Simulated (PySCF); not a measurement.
## SiH, HF: how much the basis matters

PySCF, UHF reference; doublet, unpaired electrons π ↑; De to Si + H without counterpoise correction.

```tsv
basis	relativity	functions	Re (Å)	ωe (cm⁻¹)	De (eV)	μ (D)
STO-3G	no relativity	10	1.470	2662	3.42	-0.02
cc-pV(D+d)Z/cc-pVDZ	no relativity	28	1.521	2125	2.22	0.24
6-311G(d,p)	no relativity	32	1.517	2142	2.20	0.30
pcseg-2	no relativity	48	1.513	2133	2.25	0.32
def2-TZVPP	no relativity	56	1.515	2125	2.27	0.23
def2-TZVPPD	no relativity	65	1.514	2127	2.28	0.25
```

Problem. How does each smaller set differ from the one with most functions, def2-TZVPPD?

Solution. STO-3G: -4.4 pm, +25.2 % in ωe, +1.14 eV in De; cc-pV(D+d)Z/cc-pVDZ: +0.7 pm, -0.1 % in ωe, -0.06 eV in De; 6-311G(d,p): +0.3 pm, +0.7 % in ωe, -0.08 eV in De; pcseg-2: -0.1 pm, +0.3 % in ωe, -0.03 eV in De; def2-TZVPP: +0.1 pm, -0.1 % in ωe, -0.01 eV in De. All at HF; the set with most functions is neither the basis-set limit nor always the best.

A positive dipole means Si(−)H(+). STO-3G is very small, so such numbers show the basis as much as the molecule. Hartree–Fock leaves out correlation, which carries a large part of most bond energies and some tenths to 1 eV of ionisation energies. The state was picked by a PBE0 search and need not be the measured ground state.
